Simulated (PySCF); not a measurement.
dimethyl sulfide (C2H6S), SMILES CSC. Atoms are numbered in the order given.

```xyz
9

C      1.3786     0.0000     0.5123
S      0.0000     0.0000    -0.6595
C     -1.3786     0.0000     0.5123
H      1.3584    -0.8935     1.1392
H      2.2962     0.0000    -0.0763
H      1.3584     0.8935     1.1392
H     -1.3584    -0.8935     1.1392
H     -2.2962     0.0000    -0.0763
H     -1.3584     0.8935     1.1392
```

Geometry optimised at TPSSh-D3(BJ)/def2-TZVP.

Two levels are set side by side: PBE/pcJ-1 (PySCF) and PBE0/pcJ-1 (PySCF). One-bond couplings, all four terms, same geometry. Isotopes: 13C, 1H, 33S. Differences are taken from unrounded values.

| quantity | PBE0 | PBE | PBE minus PBE0 |
|---|---|---|---|
| ¹J(C1,H4) (Hz) | 138.4 | 134.2 | -4.2 |
| ¹J(C1,H5) (Hz) | 133.6 | 129.5 | -4.2 |
| ¹J(C1,H6) (Hz) | 138.4 | 134.2 | -4.2 |
| ¹J(C3,H7) (Hz) | 138.4 | 134.2 | -4.2 |
| ¹J(C3,H8) (Hz) | 133.6 | 129.5 | -4.2 |
| ¹J(C3,H9) (Hz) | 138.4 | 134.2 | -4.2 |

Rough cost on one machine, each run with all the roots and properties that it gave: PBE0 against PBE about 3 times.
